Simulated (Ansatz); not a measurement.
Geometry optimisation, RKS PBE0-D4/def2-SVP (Ansatz).

Input:

```yaml
crystal:
  periodic: [false, false, false]
  atoms:
    - { symbol: Al, position_ang: [0.0, 0.0, 0.0] }
    - { symbol: H, position_ang: [1.0219, 0.0, 1.433] }
    - { symbol: C, position_ang: [2.1347, 0.0, 0.3896] }
    - { symbol: H, position_ang: [2.4643, -1.0462, 0.2194] }
    - { symbol: H, position_ang: [1.9982, 0.508, -0.5878] }
    - { symbol: H, position_ang: [2.9043, 0.5381, 0.9814] }
    - { symbol: C, position_ang: [-1.706, 0.0, -0.985] }
    - { symbol: H, position_ang: [-2.2662, -0.9305, -0.7558] }
    - { symbol: H, position_ang: [-2.3102, 0.8797, -0.6796] }
    - { symbol: H, position_ang: [-1.5043, 0.0508, -2.0753] }
basis:
  gaussian: { orbitals: def2-SVP }
hamiltonian:
  xc: pbe0
  dispersion: d4
relax:
  f_tol: 0.15
  max_steps: 25
  restrain:
    - { distance: [1, 2], at: 1.11, k: 30.0 }
    - { distance: [0, 1], at: 2.76, k: 30.0 }
    - { distance: [0, 2], at: 3.17, k: 30.0 }
output:
  orbitals: {}
```

Launched with:

```bash
$ ansatz run input.yaml --threads 1 --pin off --max-ram 2048MiB --backend cpu --events-out ev --progress --plain --runs-dir out
```

Task: Where does it end, and by what steps?

Result: The run converged. The restraints hold the end off the free minimum; the threshold counts their pulls, which the force column leaves out. Restrained pairs: H2–C3 (1.53 → 1.10 Å), Al1–H2 (1.76 → 2.76 Å), Al1–C3 (2.17 → 3.18 Å). After 17 steps the energy has fallen by 4.199 eV (the restraints' own energy left out); Al1 moved furthest, 1.64 Å.

| step | energy less start (eV) | largest force component (eV/Å) | accepted |
| --- | --- | --- | --- |
| 0 | 0.0000 | 3.638 | yes |
| 1 | -0.2289 | 3.773 | yes |
| 2 | -0.2965 | 7.000 | yes |
| 3 | -1.0078 | 7.481 | yes |
| 4 | -2.8266 | 2.723 | yes |
| 5 | -3.6527 | 1.061 | yes |
| 6 | -3.9588 | 0.663 | yes |
| 7 | -3.9972 | 0.371 | yes |
| 8 | -4.0346 | 0.674 | yes |
| 9 | -4.0679 | 0.605 | yes |
| 10 | -4.0836 | 0.522 | yes |
| 11 | -4.1256 | 0.409 | yes |
| 12 | -4.1529 | 0.287 | yes |
| 13 | -4.1689 | 0.283 | yes |
| 14 | -4.1869 | 0.214 | yes |
| 15 | -4.1912 | 0.180 | yes |
| 16 | -4.1956 | 0.283 | yes |
| 17 | -4.1994 | 0.152 | yes |

```xyz
10
Properties=species:S:1:pos:R:3
Al -1.031 -0.865 0.932
H 1.497 0.162 1.352
C 1.914 0.159 0.329
H 1.873 -0.860 -0.082
H 1.352 0.846 -0.318
H 2.963 0.483 0.379
C -1.386 -0.101 -0.884
H -2.375 -0.450 -1.252
H -1.432 1.009 -0.866
H -0.638 -0.382 -1.651
```

The run took 47 s on 1 thread of Arm Neoverse V1, on a shared host, peak memory 0.15 GiB.
